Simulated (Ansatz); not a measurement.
# Property card for CsO

Theory: Ansatz 0.2.0, DFT r2SCAN, scalar-relativistic, plane waves, PAW.

Settings: cutoff 500 eV, Γ-centred mesh 8×8×8 on the computed 4-atom cell, Gaussian smearing of 0.02 eV; no spin polarisation.

The structure is relaxed at this level of theory with its symmetry kept. Whether it is the stable form of this composition wasn't checked.

The structure is orthorhombic, space group Immm (No. 71). The conventional cell has a = 4.316 Å, b = 6.459 Å, c = 7.549 Å, α = 90.00°, β = 90.00°, γ = 90.00°. Cs (site symmetry mm2) is surrounded by 6 O at 2.94 to 3.14 Å. Around O (site symmetry m2m) lie 1 O at 1.50 Å.

| Property | Result |
| --- | --- |
| Volume per atom | 177.5 bohr³ |
| Formation energy from the elements' standard states (uncorrected) | -1.144 eV/atom |
| Generalised Kohn–Sham band gap | 2.13 eV, indirect from Γ to (-0.104, 0.104, -0.104) |
| Löwdin character of the top 1 eV of the valence band | O 2p 93 %, unprojected 6 % |
| Electron masses at the edge by Cartesian direction of the standard setting (m_e; degenerate bands sorted by energy; no spin-orbit coupling) | x: 0.57; y: 0.69; z: 0.52 |
| Hole masses at the edge by Cartesian direction of the standard setting (m_e; degenerate bands sorted by energy; no spin-orbit coupling) | x: 2.8; y: 1.6; z: 1.3 |
| Bulk modulus | 24.8 GPa |
| Its pressure derivative | 5.9 |
| Bader charges (e) | Cs (2 in the cell) 0.81, O (2 in the cell) -0.81 |

Spin-orbit coupling is left out, which matters for the bands of heavy elements.

Cost: 8 runs of about 12 core-minutes in all, on Arm Neoverse V2 (shared hosts).